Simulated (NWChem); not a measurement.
**O2F (SMILES [O]OF): levels of theory compared**

Aim: a comparison of 3 runs (U-wB97X/def2-TZVPPD, UCAM-B3LYP/def2-TZVPPD, UM06-2X/def2-TZVPPD) of O2F. 

The results are computed with NWChem 7.3.0.

1 further run of the same task is left out (it didn't finish).

## 1. The structure to begin with

O2F: 3 atoms, total charge 0, spin state doublet. As SMILES, `[O]OF`. The coordinates come from a PBE0-D4/def2-TZVP relaxation.

Bond lengths: O1–O2 1.181 Å. A long bond or contact: O2–F3 1.573 Å.

## 2. Energy and gradient at U-wB97X/def2-TZVPPD (run 1)

Contents of run.py:

```python
from ase import Atoms
from ase.calculators.nwchem import NWChem

atoms = Atoms(['O', 'O', 'F'], positions=[
    [0.933400, -0.295440, 0.482240],
    [0.133270, 0.497870, 0.127930],
    [-1.066650, -0.202430, -0.610160],
])

calc = NWChem(
    label='fo2',
    theory='dft',
    memory='2200 mb',
    basis='def2-TZVPPD',
    basispar='spherical bse',
    dft={'xc': 'wb97x', 'mult': '2', 'grid': 'fine', 'convergence': 'energy 1e-08', 'iterations': '100', 'mulliken': None},
)
atoms.calc = calc

forces = atoms.get_forces()
print(f"energy = {atoms.get_potential_energy():.6f} eV")
print("forces (eV/A):")
for s, f in zip(atoms.symbols, forces):
    print(f"{s:2s} {f[0]:10.5f} {f[1]:10.5f} {f[2]:10.5f}")
```

Launch:

```sh
$ export ASE_NWCHEM_COMMAND="nwchem PREFIX.nwi > PREFIX.nwo"
$ python run.py
```

What it wrote:

```text
energy = -6805.935709 eV
forces (eV/A):
O    -0.07976   -0.04839   -0.04926
O     0.08176    0.13442    0.05980
F    -0.00206   -0.08603   -0.01054
```

The calculator wrote fo2.nwi:

```
title "fo2"

permanent_dir fo2

scratch_dir fo2

start fo2

geometry units angstrom nocenter noautosym noautoz
  O  9.3340000000000001e-01 -2.9543999999999998e-01 4.8224000000000000e-01
  O  1.3327000000000000e-01 4.9786999999999998e-01 1.2792999999999999e-01
  F  -1.0666500000000001e+00 -2.0243000000000000e-01 -6.1016000000000004e-01
end

memory 2200 mb

basis spherical bse noprint
   * library def2-TZVPPD
end

dft
  xc wb97x
  mult 2
  grid fine
  convergence energy 1e-08
  iterations 100
  mulliken
end

task dft gradient
```

fo2.nwo, shortened:

```text
[...]
      One electron energy =     -483.578303147011
[... 2 lines left out ...]
 Nuclear repulsion energy =       69.596697236425
[... 1833 lines left out ...]
          Convergence on energy requested:  1.00D-08
[... 28 lines left out ...]
          Spatial weights used:  Erf1
[...]
  wavefunction    = open shell
[...]
                         DFT ENERGY GRADIENTS
    atom               coordinates                        gradient
                 x          y          z           x          y          z
   1 O       1.763870  -0.558301   0.911301    0.001551   0.000941   0.000958
   2 O       0.251844   0.940838   0.241753   -0.001590  -0.002614  -0.001163
   3 F      -2.015676  -0.382537  -1.153035    0.000040   0.001673   0.000205
[...]
```

Wall time 3 min (1 thread of Intel Xeon 6975P-C (Granite Rapids), shared host); peak memory 0.12 GiB.

## 3. Energy and gradient at UCAM-B3LYP/def2-TZVPPD (run 2)

Contents of calc.nw:

```
START calc
memory stack 880 mb heap 220 mb global 1100 mb

GEOMETRY units angstroms noautosym nocenter noautoz
  O     0.933400   -0.295440    0.482240
  O     0.133270    0.497870    0.127930
  F    -1.066650   -0.202430   -0.610160
END

BASIS "ao basis" spherical bse
  * library def2-TZVPPD
END

DFT
  xc xcamb88 1.00 lyp 0.81 vwn_5 0.19 hfexch 1.00
  cam 0.33 cam_alpha 0.19 cam_beta 0.46
  mult 2
  grid fine
  convergence energy 1e-08
  direct
  maxiter 100
  mulliken
END

TASK dft gradient
```

Launch:

```sh
$ nwchem calc.nw > calc.out
```

What it wrote:

```text
[...]
          Wavefunction type:  spin polarized.
          No. of atoms     :     3
          No. of electrons :    25
[...]
          Charge           :     0
          Spin multiplicity:     2
[...]
          AO basis - number of functions:   120
[...]
              XC Information
              --------------
                     Hartree-Fock (Exact) Exchange  1.000
                   CAM-Becke88 Exchange Functional  1.000
                      VWN V Correlation Functional  0.190 local
              Lee-Yang-Parr Correlation Functional  0.810
[...]
 d= 0,ls=0.0,diis     1   -249.9050645656 -3.20D+02  5.95D-03  6.20D-01     7.0
[...]
 d= 0,ls=0.0,diis    18   -250.1085588632 -4.33D-09  7.71D-07  3.01D-10   125.8
[...]
         Total DFT energy =     -250.108558863234
      One electron energy =     -483.528048909863
           Coulomb energy =      191.162237030385
    Exchange-Corr. energy =      -27.339444220181
 Nuclear repulsion energy =       69.596697236425
[...]
      Total Density - Mulliken Population Analysis
     ---------------------------------------------
    Atom       Charge   Shell Charges
 -----------   ------   -------------------------------------------------------
    1 O    8     8.01   0.79  1.17  0.64  0.93  0.41  0.02  1.82  1.64  0.52  0.01  0.01  0.04 -0.01  0.01
    2 O    8     7.73   0.80  1.17  0.66  0.94  0.31 -0.01  1.76  1.61  0.40 -0.00  0.01  0.08 -0.01  0.01
    3 F    9     9.26   0.77  1.20  0.64  0.97  0.40  0.01  2.23  2.01  0.97  0.05  0.00  0.01  0.00  0.00
[...]
      <S2> =      0.8068 (Exact =     0.7500)
[...]
  wavefunction    = open shell
[...]
                         DFT ENERGY GRADIENTS
    atom               coordinates                        gradient
                 x          y          z           x          y          z
   1 O       1.763870  -0.558301   0.911301   -0.001061   0.002634  -0.000297
   2 O       0.251844   0.940838   0.241753    0.000461  -0.004038  -0.000188
   3 F      -2.015676  -0.382537  -1.153035    0.000601   0.001405   0.000485
[...]
```

Run time: 3 min. Hardware: 1 thread of Intel Xeon 6975P-C (Granite Rapids), shared host; peak memory 0.12 GiB.

## 4. Energy and gradient at UM06-2X/def2-TZVPPD (run 3)

Contents of m1.nw:

```
start m1
memory stack 880 mb heap 220 mb global 1100 mb
charge 0
geometry units angstrom noautosym nocenter noautoz
   O      0.933400    -0.295440     0.482240
   O      0.133270     0.497870     0.127930
   F     -1.066650    -0.202430    -0.610160
end
basis "ao basis" spherical bse
   * library def2-TZVPPD
end
dft
   xc m06-2x
   mult 2
   grid fine
   convergence energy 1e-08
   maxiter 100
   mulliken
   print medium
end
task dft gradient
```

Launch:

```sh
$ nwchem m1.nw > m1.out
```

What it wrote:

```text
[...]
          Wavefunction type:  spin polarized.
          No. of atoms     :     3
          No. of electrons :    25
[...]
          Charge           :     0
          Spin multiplicity:     2
[...]
          AO basis - number of functions:   120
[...]
              XC Information
              --------------
                       M06-2X Method XC Functional
                     Hartree-Fock (Exact) Exchange  0.540
                        M06-2X Exchange Functional  1.000
                      M06-2X Correlation Potential  1.000
[...]
 d= 0,ls=0.0,diis     1   -249.8770950718 -3.19D+02  5.76D-03  5.19D-01     2.1
[...]
 d= 0,ls=0.0,diis    16   -250.0656317617 -3.16D-09  5.92D-06  3.81D-08    29.2
[...]
         Total DFT energy =     -250.065631761666
      One electron energy =     -483.414037271021
           Coulomb energy =      191.049541962390
    Exchange-Corr. energy =      -27.297833689459
 Nuclear repulsion energy =       69.596697236425
[...]
      Total Density - Mulliken Population Analysis
     ---------------------------------------------
    Atom       Charge   Shell Charges
 -----------   ------   -------------------------------------------------------
    1 O    8     8.02   0.80  1.18  0.63  0.94  0.42  0.01  1.79  1.69  0.51  0.01  0.01  0.05 -0.02  0.01
    2 O    8     7.70   0.80  1.18  0.65  0.95  0.32 -0.01  1.73  1.66  0.37  0.00  0.01  0.08 -0.03  0.01
    3 F    9     9.27   0.78  1.20  0.63  0.97  0.42 -0.01  2.20  2.07  0.97  0.04  0.00  0.01 -0.00  0.00
[...]
      <S2> =      0.8497 (Exact =     0.7500)
[...]
  wavefunction    = open shell
                         DFT ENERGY GRADIENTS
    atom               coordinates                        gradient
                 x          y          z           x          y          z
   1 O       1.763870  -0.558301   0.911301    0.004823  -0.001887   0.002452
   2 O       0.251844   0.940838   0.241753   -0.000366   0.002565   0.000079
   3 F      -2.015676  -0.382537  -1.153035   -0.004457  -0.000678  -0.002531
[...]
```

It took 37 s on 1 thread of Intel Xeon 6975P-C (Granite Rapids), shared host; peak memory 0.13 GiB.

## 5. All runs side by side

```
run                   level  energy (Eh)  dipole moment (D)  HOMO energy (eV)  LUMO energy (eV)  wall time
  1     U-wB97X/def2-TZVPPD  -250.113526               1.65            -12.20             -1.70      3 min
  2  UCAM-B3LYP/def2-TZVPPD  -250.108559               1.65            -11.34             -2.95      3 min
  3     UM06-2X/def2-TZVPPD  -250.065632               1.61            -11.72             -2.83       37 s
```

## 6. Summary of results

| quantity | value |
| --- | --- |
| run 3: total energy | -250.06563 Eh |
| run 3: dipole moment | 1.61 D |
| run 3: HOMO energy (highest over α and β) | -11.72 eV |
| run 3: LUMO energy (lowest over α and β) | -2.83 eV |
| run 3: ⟨S²⟩ | 0.850 |
| run 3: largest force on an atom | 0.295 eV/Å |

**Reading.** The dipole moment (its size) runs from 1.61 D (UM06-2X/def2-TZVPPD) to 1.65 D (U-wB97X/def2-TZVPPD). Totals of different functionals can't be ranked against each other. All runs together took 6.6 min, the longest 3 min.
